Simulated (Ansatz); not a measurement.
# How far each method lies from UCCSDT(Q) for HCBr, triplet

Geometry: that of the HCBr, singlet, kept fixed.

```tsv
atom	x (Å)	y (Å)	z (Å)
C	0.0000	-0.1651	1.5775
Br	0.0000	0.0135	-0.2610
H	0.0000	0.8997	1.8962
```

Basis cc-pVTZ; Ansatz 0.2.0. Only valence electrons are correlated (noble-gas cores and the filled d shells of p-block atoms frozen), which leaves 12 electrons in 72 orbitals. R marks a restricted (for open shells ROHF) determinant, U an unrestricted one. Active spaces: valence = (12e, 9o) chosen from the atoms' valence shells. No spin–orbit coupling is included, and no scalar relativity.

Full CI isn't at hand for all of this; UCCSDT(Q) serves as the reference, and is uncertain by the last step of the cluster series or more. The frozen core follows each run's orbitals, which can shift R against U totals by a few meV for light atoms and by up to 0.1 eV past Ca.

The UHF ⟨S²⟩ is 2.025, the T1 diagnostic (RCCSD) is 0.0367 and the largest doubles amplitude (RCCSD) is 0.029. The T1 diagnostic (UCCSD) is 0.0287.

```json
{"level": "UMP2", "E − E(UHF) (eV)": "-7.3665"}
{"level": "UCCSD", "E − E(UHF) (eV)": "-8.1783"}
{"level": "UCCSD(T)", "E − E(UHF) (eV)": "-8.5262"}
```

Problem. Estimate how far UCCSDT(Q) in cc-pVTZ lies from UCCSD(T). The table doesn't fix it; the size of (T) and the diagnostics are the guide.

Solution. UCCSDT(Q) in cc-pVTZ lies 1.21 kcal/mol below UCCSD(T), which is 15 % of the (T) step (-8.02 kcal/mol). T1 is raised, but (T) still catches most of what CCSD lacks. The miss exceeds 1 kcal/mol.

The other levels:

```json
{"level": "UCCSDT", "E − E(UCCSDT(Q)) (kcal/mol)": "0.40", "wall time": "–"}
```

Run but not shown, since their state, orbitals or frozen core can't be matched to the reference's or they repeat it: RHF, RMP2, RCCSD, RCCSD(T), BCCD(T), RCCSDT, RCCSDT(Q), CASSCF (valence space), NEVPT2 (valence space), MRCISD (valence space), MRCISD+Q (valence space).

Natural occupations of CASSCF (valence space) about the gap: 1.992 1.979 1.962 1.006 1.005 0.040 0.023; effectively unpaired electrons, Σ n²(2−n)², 2.02.
